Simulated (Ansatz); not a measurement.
# CH4Si (triplet): from Hartree-Fock to the top rungs at a displaced geometry (v1), cc-pVDZ

An exercise on one series of results from a longer session: the logs are not shown, and one member is left open.

Program: Ansatz 0.2.0, Gaussian basis. Level of theory: cc-pVDZ, core rule «outside noble gas», up to 6 orbitals frozen. These are calculated values, not measurements.

Plan: UHF; CCSD(T) on ROHF; CCSD(T) on UHF; BCCD(T) on ROHF; CISD; CCSDT(Q) on ROHF; CCSDT(Q) on UHF.

23 further runs of the same task are left out: 10 that didn't finish, 13 set aside as unsound or not needed.

### What is computed

The geometry is a PBE0/def2-TZVP stationary point (not a proven minimum) with its atoms shifted at random (size 0.040 Å).

6 atoms, charge 0, spin multiplicity 3.

Atoms are counted from 1 here; the program's logs count them from 0.

Bond lengths: Si1–C2 1.820 Å, Si1–H3 1.517 Å, Si1–H4 1.443 Å, Si1–H5 1.545 Å, C2–H6 1.104 Å. Angles: C2–Si1–H3 108.7°, C2–Si1–H4 109.4°, C2–Si1–H5 106.1°, H3–Si1–H4 110.2°, H3–Si1–H5 111.7°, H4–Si1–H5 110.6°, Si1–C2–H6 158.9°.

Set-up of the first run:

in.yaml

```yaml
crystal:
  periodic: [false, false, false]
  atoms:
    - {symbol: Si, position_ang: [0.003444, 0.019805, 0.528151]}
    - {symbol: C, position_ang: [0.002611, -0.079712, -1.288659]}
    - {symbol: H, position_ang: [0.050576, 1.479919, 0.935719]}
    - {symbol: H, position_ang: [1.154956, -0.679073, 1.046954]}
    - {symbol: H, position_ang: [-1.301745, -0.662892, 0.995465]}
    - {symbol: H, position_ang: [-0.030876, 0.260045, -2.338917]}
basis:
  gaussian: {orbitals: cc-pVDZ}
magnetization: {spin_polarized: true, initial_magnetization: 2}
hamiltonian: {xc: hf}
output: {orbitals: {seedname: orbitals}}
```

The run is started by

```console
> ansatz run in.yaml --threads 1 --pin off --events-out ev --progress --plain --max-ram 2393MiB
```

Steps of the session up to this table: UHF; CCSD(T) on ROHF; CCSD(T) on UHF; BCCD(T) on ROHF; CISD; CCSDT(Q) on ROHF; CCSDT(Q) on UHF.

One table of the session follows, with a row left open; its other results are not shown here.

It belongs to the step «Misses and costs». 

```
   method  from UCCSDT(Q) (kJ/mol)
     ROHF                   +647.7
      UHF                   +626.0
     RMP2                   +129.6
     UMP2                   +128.6
     CISD                    +65.2
    RCCSD                    +16.7
    UCCSD                    +16.3
 RCCSD(T)                        ?
 UCCSD(T)                     +3.3
  BCCD(T)                     +3.3
   RCCSDT                     +0.7
   UCCSDT                     +0.6
RCCSDT(Q)                     +0.1
UCCSDT(Q)                        0
```

Estimate the missing values for RCCSD(T).

As computed: from UCCSDT(Q) (kJ/mol): +3.4. In the column «from UCCSDT(Q) (kJ/mol)» it lies between BCCD(T) (+3.3) and UCCSD (+16.3).

Limits of these values: Restricted and unrestricted rows rest on different reference determinants; where their highest levels disagree by more than a few hundredths of an eV, they describe different states and don't form one ladder.
